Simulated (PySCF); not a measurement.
# SiB−: from the state search to spectroscopic constants

An exercise on one series of results from a longer session: the logs are not shown, and one member is left open.

Method: Si aug-pcseg-1, B aug-pcseg-1, no relativity; program: PySCF 2.14.0.

1 further run of the same task is left out (set aside as unsound or not needed).

Set-up of the first run:

The job is set up so:

```
atoms                         : Si, B
charge                        : -1
basis                         : Si aug-pcseg-1, B aug-pcseg-1
Hamiltonian                   : no relativity
basis functions               : 50
electrons treated             : 20
masses in u                   : 27.9769, 11.0093
levels                        : PBE0, PBE, r²SCAN, PBEsol, PW91, TPSS, HF, MP2, SCS-MP2, CCSD, CCSD(T)
grid                          : 80 radial by 434 angular points
occupations                   : held fixed by the projection of orbital angular momentum
dissociation limit            : Si− + B, each in its ground configuration
starting distance in angstrom : 2.030
values of 2S to try           : 0, 2, 4
```

The run is started by

```sh
$ OMP_NUM_THREADS=1 python dia.py task.json out
```

Among the steps run: Set-up; The PBE0 curve of the state that the search chose; Excited determinants; PBE (GGA); r²SCAN (meta-GGA); PBEsol; PW91 (GGA); TPSS (meta-GGA); ROHF; Adding correlation.

One of the session's tables, all rows but one given; the rest of the session is left out.

Energy (eV) from each level's lowest point:

```
R (Å)   ROHF  ROHF-MP2  ROHF-SCS-MP2  ROHF-CCSD  ROHF-CCSD(T)
1.608  0.878     1.065         1.061        n/a           n/a
1.683  0.353     0.496         0.493      0.481         0.522
1.758  0.079     0.171         0.169      0.159         0.185
1.814  0.000     0.046         0.046      0.040         0.053
1.870  0.003     0.000         0.000      0.000         0.000
1.926  0.069     0.013         0.014      0.022         0.008
2.001      ?         ?             ?          ?             ?
2.094  0.499     0.273         0.272      0.322         0.269
2.207  0.864     0.580         0.563      0.620         0.545
2.356  1.336     1.102         1.056        n/a           n/a
```

**Question.** Estimate the row for R (Å) = 2.001.

Worked estimate for «ROHF». A straight line through the neighbours (1.926, 0.069) and (2.094, 0.499) gives 0.069 + (0.499 − 0.069) × (2.001 − 1.926) / (2.094 − 1.926) = 0.261; a parabola fitted to 4 rows on both sides gives 0.242.

**Answer.** ROHF: 0.228; ROHF-MP2: 0.098; ROHF-SCS-MP2: 0.099; ROHF-CCSD: 0.122; ROHF-CCSD(T): 0.090. In «ROHF» the line misses by +0.033 and the parabola by +0.014.

Caveats from the session: Lowest PBE0 solution found, without spin–orbit coupling: ³Π (triplet), unpaired electrons σ ↑, π ↑. Warnings in the runs' records: inverted.
